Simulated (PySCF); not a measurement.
**[C5H7O]+: core ionisation energies**

Species: C5H7O (charge +1).
Structure used (GFN2-xTB), in Å, numbered top down from 1:
```xyz
13
C5H7O angstrom
O      2.6008    0.9585    0.9373
C      1.9461    0.0932    0.6616
C      1.0253   -0.8438    0.2375
C      0.0292    0.0316   -0.5711
C     -1.4368   -0.2757   -0.4163
C     -0.8814    0.9885    0.1474
H      0.5253   -1.3295    1.0859
H      1.4722   -1.6319   -0.3810
H      0.3986    0.3062   -1.5490
H     -1.7343   -1.0616    0.2603
H     -2.0367   -0.2322   -1.3125
H     -1.1146    1.9227   -0.3383
H     -0.7982    1.0747    1.2204
```

Method: delta-SCF UKS SCAN, pcX-2 on the ionised atom, pcseg-1 elsewhere, spin-free X2C (PySCF). Binding energies are ΔSCF values: E(core-ionised, relaxed orbitals) − E(ground state) at a fixed geometry, referred to the vacuum level.

Q: Give the core binding energies atom by atom.

A: 
| atom(s) | bonded to | level | binding energy (eV) | above the level's lowest (eV) | count |
| --- | --- | --- | --- | --- | --- |
| O1 | C (triple bond) | O 1s | 547.63 | 0.00 | 1 |
| C3 | 2 C and 2 H | C 1s | 298.81 | +3.23 | 1 |
| C4 | 3 C and H | C 1s | 296.64 | +1.06 | 1 |
| C5/C6 | 2 C and 2 H | C 1s | 295.58 | 0.00 | 2 |

Lowest listed C 1s: C5/C6, bonded to 2 C and 2 H. Highest, 3.23 eV above it: C3, bonded to 2 C and 2 H.

Q: What is the C 1s shift of C4 against C3?

A: 296.64 − 298.81 = -2.17 eV, or -209 kJ/mol.

Q: Which photon wavelength matches the C 1s of C3 threshold?

A: λ = hc/E = 12398.42 eV Å / 298.81 eV = 41.493 Å.

Topologically equivalent atoms share the value of their first member; where this conformer doesn't relate them by symmetry, their own values could differ. The list is incomplete; no value stands for C 1s of C2 (hole states with ⟨S²⟩ of 1 or more are left out). The unrestricted hole states depart most from a pure doublet (⟨S²⟩ = 0.75; over 0.85 named) for O 1s of O1 (0.89), which makes this value less certain. The species carries charge +1, so core ionisation leaves charge +2. Geometry: GFN2-xTB, one conformer, isolated ion.
